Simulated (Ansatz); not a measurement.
```xyz
9

C    -0.230   -0.301   -1.479
N    -0.442    0.387   -0.449
C     0.059   -0.101    0.812
O     0.746    0.909    1.489
H    -0.613    0.041   -2.440
H     0.329   -1.247   -1.468
H     0.764   -0.935    0.698
H    -0.811   -0.452    1.386
H     0.197    1.699    1.451
```

Charge 0, multiplicity 1.

(1) List the PBE0/def2-TZVPP orbital energies in eV (Ansatz). (Estimate.)

## Answers

(1) The calculation gave: Occupied: -522.68, -391.67, -280.17, -279.52, -29.08, -25.96, -19.67, -16.92, -14.70, -13.83, -13.43, -11.70, -10.71, -9.19, -8.13, -7.74. Lowest empty: -0.64, 1.63, 1.83, 2.76, 3.01, 3.54, 3.88, 4.52.
